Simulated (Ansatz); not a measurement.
# C4H4ClN: one species, many methods

The task here is to estimate one member of a computed series from the others.

The runs use Ansatz 0.2.0, Gaussian basis; functionals in def2-TZVPP, the program's frozen cores in correlated methods.

The runs, in order: LDA (SPW92), PBE-D4, revPBE-D4, BLYP-D4, r2SCAN-D4, B97M-V, PBE0-D4, B3LYP-D4, r2SCANh-D4, r2SCAN0-D4, HSE06-D4, BHLYP-D4, CAM-B3LYP-D4, LC-ωPBE, ωB97X-V, ωB97M-V, B2PLYP, PBE-QIDH; CCSD(T)/def2-SVP; CCSD(T)/def2-TZVPP; MP2/def2-QZVPP; extrapolation to the limit; RPA on PBE.

## Structure used throughout

An earlier PBE0-D4 in a triple-zeta def2 set relaxation fixed the geometry.

SMILES `Clc1ccc[nH]1`, 10 atoms, charge 0, spin multiplicity 1.

Atoms are counted from 1 here; the program's logs count them from 0.

Bond lengths: Cl1–C2 1.703 Å, C2–C3 1.368 Å, C2–N6 1.360 Å, C3–C4 1.418 Å, C3–H7 1.077 Å, C4–C5 1.370 Å, C4–H8 1.078 Å, C5–N6 1.366 Å, C5–H9 1.078 Å, N6–H10 1.004 Å. Angles: Cl1–C2–C3 130.6°, Cl1–C2–N6 120.5°, C3–C2–N6 109.0°, C2–C3–C4 106.3°, C2–C3–H7 125.8°, C4–C3–H7 127.9°, C3–C4–C5 107.8°, C3–C4–H8 126.4°, C5–C4–H8 125.7°, C4–C5–N6 107.7°, C4–C5–H9 131.1°, N6–C5–H9 121.1°, C2–N6–C5 109.1°, C2–N6–H10 124.4°, C5–N6–H10 126.4°.

Set-up of the first run:

Contents of in.yaml:

```yaml
crystal:
  periodic: [false, false, false]
  atoms:
    - {symbol: Cl, position_ang: [1.691929, 0.278608, -2.210137]}
    - {symbol: C, position_ang: [0.681351, 0.028704, -0.861838]}
    - {symbol: C, position_ang: [0.382547, -1.115510, -0.173724]}
    - {symbol: C, position_ang: [-0.512580, -0.737365, 0.858672]}
    - {symbol: C, position_ang: [-0.721827, 0.612425, 0.758425]}
    - {symbol: N, position_ang: [0.013934, 1.070662, -0.297725]}
    - {symbol: H, position_ang: [0.764312, -2.099226, -0.391507]}
    - {symbol: H, position_ang: [-0.953921, -1.390344, 1.594745]}
    - {symbol: H, position_ang: [-1.328513, 1.281295, 1.346269]}
    - {symbol: H, position_ang: [0.066068, 2.019749, -0.620380]}
basis:
  gaussian: {orbitals: def2-TZVPP}
hamiltonian: {xc: lda}
output: {orbitals: {seedname: orbitals}}
```

Among the steps run: LDA; PBE-D4 (GGA); revPBE-D4 (GGA); BLYP-D4 (GGA); r2SCAN-D4 (meta-GGA); B97M-V (meta-GGA); PBE0-D4 (hybrid); B3LYP-D4 (hybrid); r2SCANh-D4 (hybrid); r2SCAN0-D4 (hybrid); HSE06-D4 (hybrid); BHLYP-D4 (hybrid); CAM-B3LYP-D4 (range-separated); LC-ωPBE-D4 (range-separated; the results give it without D4); ωB97X-V (range-separated); ωB97M-V (range-separated); B2PLYP (double hybrid); PBE-QIDH (double hybrid).

One of the session's tables, all rows but one given; the rest of the session is left out.

It belongs to the step «Frontier levels by functional». 

| functional | HOMO (eV) | LUMO (eV) | gap (eV) |
| --- | --- | --- | --- |
| LDA (SPW92) | -5.33 | -0.45 | 4.88 |
| PBE-D4 | -5.13 | -0.21 | 4.91 |
| revPBE-D4 | -5.05 | -0.13 | 4.93 |
| BLYP-D4 | -4.96 | -0.09 | 4.87 |
| r2SCAN-D4 | -5.29 | -0.03 | 5.26 |
| B97M-V | -5.26 | 0.06 | 5.32 |
| PBE0-D4 | -6.15 | 0.73 | 6.89 |
| B3LYP-D4 | -5.94 | 0.50 | 6.45 |
| r2SCANh-D4 | -5.68 | 0.32 | 6.00 |
| r2SCAN0-D4 | -6.26 | 0.84 | 7.10 |
| HSE06-D4 | -5.76 | 0.35 | 6.11 |
| BHLYP-D4 | -7.00 | 1.64 | 8.64 |
| CAM-B3LYP-D4 | -7.40 | 1.76 | 9.16 |
| LC-ωPBE | ? | ? | ? |
| ωB97X-V | -8.35 | 2.88 | 11.23 |
| ωB97M-V | -8.25 | 2.41 | 10.66 |

**Question.** Estimate the row for LC-ωPBE.

As computed: HOMO (eV): -8.71; LUMO (eV): 2.94; gap (eV): 11.66. In the column «HOMO (eV)» it is the lowest.
